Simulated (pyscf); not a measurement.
H₃C–Sb(CH₃)–CH₃ + H₂S → H₃C–Sb(CH₃)–SH + CH₄ (four-centre exchange; singlet surface; C–Sb, H–S broken, S–Sb, C–H formed). Optimised with ωB97X-D3(BJ)/def2-SVP in PySCF. Rate constants from transition-state theory, ωB97M-D3(BJ)/def2-TZVP energies (ideal gas, 1 atm, RRHO with modes under 100 cm⁻¹ raised to 100, one conformer, R ln 2 for chiral ones without a mode under 150 cm⁻¹; no tunnelling), k in cm³ molecule⁻¹ s⁻¹.

| T (K) | 1000/T | log10 k |
|---|---|---|
| 298 | 3.354 | -46.99 |
| 600 | 1.667 | -30.02 |
| 900 | 1.111 | -24.18 |
| 1200 | 0.833 | ? |

**Question.** Fit an Arrhenius line to the three values, give the activation energy, and predict k at 1200 K.

**Answer.** Least squares gives log10 k = -13.00 − 10.14 × 1000/T, so Ea = 10.14 × ln 10 × 1.987 = 46.4 kcal/mol, against an electronic barrier of 45.4. At 1200 K the line gives -21.45; the computed value is -21.14 (ΔG‡ = 86.5 kcal/mol), a factor 2.0 over the line, since the plot is curved. This is the saddle that the search found; another between the same sides may lie lower. Elements past Kr carry the def2 core potentials, without spin-orbit coupling.
